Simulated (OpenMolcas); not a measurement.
**CH4Si (SMILES C=[SiH2]) at 6 levels**

We compute a comparison of 6 runs (HF/STO-3G, B2PLYP/STO-3G, PBE0/STO-3G, ACPF/STO-3G, CISD/STO-3G, CCSD(T)/STO-3G) of CH4Si. 

The results are computed with OpenMolcas 26.06.

## Step 1: The system as given

CH4Si: 6 atoms, total charge 0, spin state singlet. As SMILES, `C=[SiH2]`. Geometry: relaxed at GFN2-xTB.

Bond lengths: C1–Si2 1.748 Å, C1–H3 1.077 Å, C1–H4 1.077 Å, Si2–H5 1.458 Å, Si2–H6 1.458 Å. Angles: C1–Si2–H5 124.5°, C1–Si2–H6 124.6°, Si2–C1–H3 122.4°, Si2–C1–H4 122.5°, H5–Si2–H6 110.9°, H3–C1–H4 115.0°.

## Step 2: A single-point energy at HF/STO-3G (run 1)

Contents of input.xyz:

```xyz
6

C     -0.738690    -0.547160    -0.265100
Si     0.611270     0.451760     0.218260
H     -1.408510    -0.996610     0.448130
H     -0.962920    -0.758160    -1.296740
H      0.952980     0.765970     1.600750
H      1.545870     1.084200    -0.705300
```

Contents of job.input:

```
&gateway
baslib=$CurrDir
coord=input.xyz
basis=STO-3G
group=NoSym
&seward
&scf
thresholds=1e-10 1e-07 1e-07 1e-05
prorbitals=1 1
```

The basis set STO-3G is read from a file made from the Basis Set Exchange's data (not shown).

On the command line:

```console
export MOLCAS_MEM=1860
pymolcas job.input > job.log
```

Standard output:

```text
--- Start Module: gateway ---
[...]
--- Stop Module: gateway /rc=_RC_ALL_IS_WELL_ ---
--- Start Module: seward ---
[...]
      Basis functions           18
--- Stop Module: seward /rc=_RC_ALL_IS_WELL_ ---
--- Start Module: scf ---
[...]
       Convergence after  11 Iterations
[...]
::    Total SCF energy                               -325.2140621591
[...]
      Total spin, S                                     0.0000000000
[...]
      Total electronic charge=   24.000000
      Total            charge=   -0.000000
[...]
      Dipole Moment (debye):
      Origin of the operator (angstrom)=    0.1901    0.1402    0.0675
                   X=  8.7583E-01               Y=  6.4713E-01               Z=  3.1195E-01           Total=  1.1328E+00
      Quadrupole Moment (debye*angstrom):
[...]
--- Stop Module: scf /rc=_RC_ALL_IS_WELL_ ---
[...]
```

Run time: 1.6 s. Hardware: 1 thread of Arm Neoverse V1, shared host; peak memory 0.37 GiB.

## Step 3: The energy at B2PLYP/STO-3G (run 2)

input.xyz is that of step 2.

Contents of job.input:

```
* CH4Si Kohn-Sham DFT
>>> EXPORT MOLCAS_PRINT=2

&gateway
 baslib
 $CurrDir
 coord
 input.xyz
 basis
 STO-3G
 group
 NoSym

&seward
 gridinput
 Grid=UltraFine
 End of Grid

&scf
 ksdft
 B2PLYP_SCF
 thresholds
 1e-10 1e-07 1e-07 1e-05
 prorbitals
 1 1

&mbpt2
 frozen
 6
```

The basis set STO-3G is read from a file made from the Basis Set Exchange's data (not shown).

On the command line:

```console
export MOLCAS_MEM=1860
pymolcas job.input > job.log
```

Standard output:

```text
--- Start Module: gateway ---
[...]
--- Stop Module: gateway /rc=_RC_ALL_IS_WELL_ ---
[...]
      Basis functions           18
[...]
--- Start Module: scf ---
[...]
       Convergence after  11 Iterations
[...]
::    Total KS-DFT energy                            -325.8125771932
[...]
      Total spin, S                                     0.0000000000
[...]
      Total electronic charge=   24.000000
      Total            charge=   -0.000000
[...]
      Dipole Moment (debye):
      Origin of the operator (angstrom)=    0.1901    0.1402    0.0675
                   X=  7.1433E-01               Y=  5.2785E-01               Z=  2.5440E-01           Total=  9.2391E-01
      Quadrupole Moment (debye*angstrom):
[...]
--- Stop Module: scf /rc=_RC_ALL_IS_WELL_ ---
[...]
--- Start Module: mbpt2 ---
[...]
 ###    WARNING: MP2 implementation intended for RHF references only         ###
 ###############################################################################
MBPT2 WARNING: Reference function according to RunFile:KS-DFT
I'll assume you know what you're doing and continue
WARNING!
Default frozen orbitals as non valence orbitals is overwritten by user input.
Default values:   3
[...]
       Reference weight ( Cref**2 )         =        0.87991
::    Total MBPT2 energy                             -325.9740455344
[...]
      Total MBPT2 calculations                           0.04      0.04
--- Stop Module: mbpt2 /rc=_RC_ALL_IS_WELL_ ---
[...]
```

It took 4.8 s on 1 thread of Arm Neoverse V1, shared host; peak memory 0.37 GiB.

Runs 3 to 5 aren't shown in full; the table further down has their settings and results.

## Step 4: The energy at CCSD(T)/STO-3G (run 6)

input.xyz is that of step 3.

Contents of job.inp:

```
&GATEWAY
BasLib = $CurrDir
Coord = input.xyz
Basis = STO-3G
Group = NoSym
&SEWARD
&SCF
Thresholds = 1e-10 1e-07 1e-07 1e-05
PrOrbitals = 1 1
&RASSCF
FileOrb = $Project.ScfOrb
Spin = 1
Nactel = 0 0 0
Inactive = 12
Ras2 = 0
OutOrbitals = Canonical
OrbListing = Nothing
&MOTRA
JobIph
Frozen = 6
&CCSDT
CCT
Triples = 2
Iterations = 80
Accuracy = 1e-08
Extrapolation = 5 4
```

The basis set STO-3G is read from a file made from the Basis Set Exchange's data (not shown).

On the command line:

```console
export MOLCAS_MEM=1860
pymolcas job.inp > job.log
```

Standard output:

```text
--- Start Module: gateway ---
[...]
--- Stop Module: gateway /rc=_RC_ALL_IS_WELL_ ---
[...]
      Basis functions           18
[...]
       Convergence after  11 Iterations
[...]
::    Total SCF energy                               -325.2140621591
[...]
      Total spin, S                                     0.0000000000
[...]
      Number of active orbitals                  0
[...]
      Spin quantum number                      0.0
[...]
      Active orbitals                            0
[...]
      Number of CSFs                             1
[...]
      Number of root(s) required                 1
[...]
      Convergence after  4 iterations
[...]
      Natural orbitals and occupation numbers for root  1
      ************************************************************************************************************************
      *                                                    Final results                                                     *
      ************************************************************************************************************************
[...]
::    RASSCF root number  1 Total energy:   -325.21406216
[...]
      Total electronic charge=   24.000000
      Total            charge=   -0.000000
[...]
      Dipole Moment (debye):
      Origin of the operator (angstrom)=    0.1901    0.1402    0.0675
                   X=  8.7583E-01               Y=  6.4713E-01               Z=  3.1195E-01           Total=  1.1328E+00
      Quadrupole Moment (debye*angstrom):
[...]
--- Start Module: motra ---
[...]
      *** WARNING: Default frozen orbitals is overwritten by user input.
      *** Default values:   3
[...]
--- Stop Module: motra /rc=_RC_ALL_IS_WELL_ ---
--- Start Module: ccsdt ---
[...]
      Convergence after                    16  Iterations
      Total energy (diff) :    -325.37633160      -0.00000000
[...]
 METHOD                       : CCSD+T(CCSD)+<T3(1)WT1> = CCSD(T)
[...]
       CCSD     =      -325.3763315950105
[...]
--- Stop Module: ccsdt /rc=_RC_ALL_IS_WELL_ ---
[...]
```

Wall time 2.2 s (1 thread of Arm Neoverse V1, shared host); peak memory 0.37 GiB.

## Step 5: Overview of the runs

```csv
run,level,frozen core orbitals,integration grid,energy (Eh),dipole moment (D) of the reference,HOMO energy (eV),LUMO energy (eV),wall time
1,HF/STO-3G,–,–,-325.214062,1.13,-5.50,7.26,1.6 s
2,B2PLYP/STO-3G,6,UltraFine,-325.856174,0.92,-4.22,4.62,4.8 s
3,PBE0/STO-3G,–,UltraFine,-325.907285,0.80,-3.48,3.08,4.8 s
4,ACPF/STO-3G,6,–,-325.381312,1.13,-5.50,7.26,1.8 s
5,CISD/STO-3G,6,–,-325.362303,1.13,-5.50,7.26,1.8 s
6,CCSD(T)/STO-3G,6,–,-325.377988,1.13,-5.50,7.26,2.2 s
```

## Step 6: Outcome

| quantity | value |
| --- | --- |
| run 6: total energy | -325.37799 Eh |
| run 6: dipole moment (mean-field density) | 1.13 D |
| run 6: HOMO energy (Hartree–Fock orbitals) | -5.50 eV |
| run 6: LUMO energy (Hartree–Fock orbitals) | 7.26 eV |
| run 6: HOMO–LUMO gap (Hartree–Fock orbitals) | 12.77 eV |
| run 6: correlation energy (6 core orbitals frozen) | -163.9 mEh |
| run 6: (T) correction | -1.66 mEh |

Below the HF energy at the same shape and in the same basis (STO-3G): ACPF -167.2 mEh; CISD -148.2 mEh; CCSD(T) -163.9 mEh. Over runs 1, 2, 3 the dipole moment (its size) runs from 0.80 D (PBE0/STO-3G) to 1.13 D (HF/STO-3G). Over runs 1, 2, 3 the HOMO–LUMO gap runs from 6.56 eV (PBE0/STO-3G) to 12.77 eV (HF/STO-3G). Exact exchange widens orbital gaps. For B2PLYP the log adds the whole second-order term; the table takes 0.27 of it, as the functional is defined. Totals of different functionals can't be ranked against each other. In runs 1, 2, 3, 4, 5, 6 the basis is minimal, so the values are rough. All runs together took 17 s, the longest 4.8 s.
